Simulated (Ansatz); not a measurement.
A short molecular-dynamics run on P3 (the lowest doublet isomer of a short search).

```yaml
crystal:
  periodic: [false, false, false]
  atoms:
    - {symbol: P, position_ang: [0.341336, 1.060607, 0.328272]}
    - {symbol: P, position_ang: [-1.184239, -0.333686, 0.256798]}
    - {symbol: P, position_ang: [0.842903, -0.726931, -0.585070]}
basis:
  gaussian: {orbitals: def2-SVP}
magnetization: {spin_polarized: true, initial_magnetization: 1}
hamiltonian: {xc: {name: BLYP}}
md: {timestep: 1 fs, n_steps: 15, ensemble: nvt_langevin, temperature: 1000, initial_velocities: maxwell_boltzmann, friction: 0.01, seed: 547}
scf: {omitted_lower_state_checks: [starts]}
```

```sh
$ ansatz run in.yaml --threads 4 --pin off --events-out ev --progress --plain --max-ram 3916MiB
```

```csv
step,time (fs),potential energy (eV),kinetic (eV),T (K)
0,0.0,-27856.7075,0.2585,667
1,1.0,-27856.7058,0.1847,476
2,2.0,-27856.7054,0.1649,425
3,3.0,-27856.7059,0.1524,393
4,4.0,-27856.7094,0.1850,477
5,5.0,-27856.7150,0.2190,565
6,6.0,-27856.7220,0.2280,588
7,7.0,-27856.7286,0.2260,583
8,8.0,-27856.7337,0.2498,644
9,9.0,-27856.7381,0.2090,539
10,10.0,-27856.7424,0.2150,554
11,11.0,-27856.7468,0.2334,602
12,12.0,-27856.7507,0.2748,709
13,13.0,-27856.7526,0.2580,665
14,14.0,-27856.7519,0.2860,737
15,15.0,-27856.7483,0.3419,882
```

Velocities are drawn at the set temperature; a run this short doesn't reach equilibrium. Under Langevin dynamics the printed temperature counts 3N degrees of freedom, so it starts below the set value.

Frames (Å, forces in eV/Å):

```xyz
3
time=0.0 fs
P     0.341    1.061    0.328    0.433    1.332    0.411
P    -1.184   -0.334    0.257   -1.360   -0.447    0.268
P     0.843   -0.727   -0.585    0.927   -0.885   -0.679
3
time=1.0 fs
P     0.334    1.062    0.332    0.480    1.318    0.390
P    -1.180   -0.331    0.252   -1.419   -0.477    0.270
P     0.846   -0.731   -0.584    0.939   -0.840   -0.660
3
time=2.0 fs
P     0.328    1.065    0.334    0.515    1.295    0.369
P    -1.178   -0.329    0.248   -1.449   -0.499    0.266
P     0.848   -0.736   -0.582    0.934   -0.796   -0.635
3
time=3.0 fs
P     0.323    1.067    0.337    0.537    1.254    0.345
P    -1.176   -0.327    0.243   -1.464   -0.507    0.262
P     0.850   -0.740   -0.580    0.926   -0.747   -0.607
3
time=4.0 fs
P     0.318    1.071    0.340    0.540    1.177    0.314
P    -1.175   -0.325    0.238   -1.437   -0.496    0.252
P     0.851   -0.745   -0.579    0.897   -0.681   -0.566
3
time=5.0 fs
P     0.313    1.075    0.343    0.526    1.069    0.277
P    -1.175   -0.323    0.232   -1.375   -0.468    0.237
P     0.852   -0.751   -0.580    0.849   -0.602   -0.514
3
time=6.0 fs
P     0.308    1.080    0.347    0.487    0.929    0.233
P    -1.176   -0.322    0.226   -1.279   -0.416    0.223
P     0.854   -0.757   -0.580    0.792   -0.513   -0.456
3
time=7.0 fs
P     0.304    1.087    0.350    0.436    0.783    0.190
P    -1.176   -0.320    0.221   -1.162   -0.356    0.207
P     0.855   -0.763   -0.580    0.726   -0.427   -0.397
3
time=8.0 fs
P     0.301    1.093    0.355    0.383    0.657    0.157
P    -1.176   -0.318    0.215   -1.041   -0.300    0.188
P     0.856   -0.769   -0.579    0.658   -0.358   -0.345
3
time=9.0 fs
P     0.297    1.099    0.359    0.323    0.541    0.128
P    -1.176   -0.317    0.209   -0.909   -0.242    0.168
P     0.857   -0.775   -0.579    0.586   -0.299   -0.296
3
time=10.0 fs
P     0.295    1.104    0.364    0.265    0.433    0.102
P    -1.177   -0.315    0.203   -0.760   -0.192    0.141
P     0.859   -0.781   -0.580    0.494   -0.241   -0.243
3
time=11.0 fs
P     0.292    1.109    0.368    0.212    0.321    0.073
P    -1.178   -0.314    0.198   -0.585   -0.151    0.104
P     0.862   -0.788   -0.581    0.373   -0.170   -0.177
3
time=12.0 fs
P     0.290    1.114    0.372    0.146    0.184    0.035
P    -1.180   -0.314    0.192   -0.378   -0.099    0.065
P     0.865   -0.796   -0.583    0.232   -0.085   -0.100
3
time=13.0 fs
P     0.288    1.120    0.376    0.073    0.034   -0.006
P    -1.184   -0.314    0.187   -0.157   -0.041    0.027
P     0.867   -0.803   -0.586    0.084    0.006   -0.021
3
time=14.0 fs
P     0.285    1.126    0.379    0.020   -0.102   -0.048
P    -1.188   -0.311    0.182    0.044   -0.001   -0.012
P     0.869   -0.810   -0.589   -0.065    0.103    0.061
3
time=15.0 fs
P     0.282    1.132    0.383   -0.013   -0.236   -0.095
P    -1.194   -0.308    0.177    0.229    0.023   -0.052
P     0.871   -0.817   -0.591   -0.216    0.213    0.147
```

Run time 23 s (4 threads of Intel Xeon on a shared host).
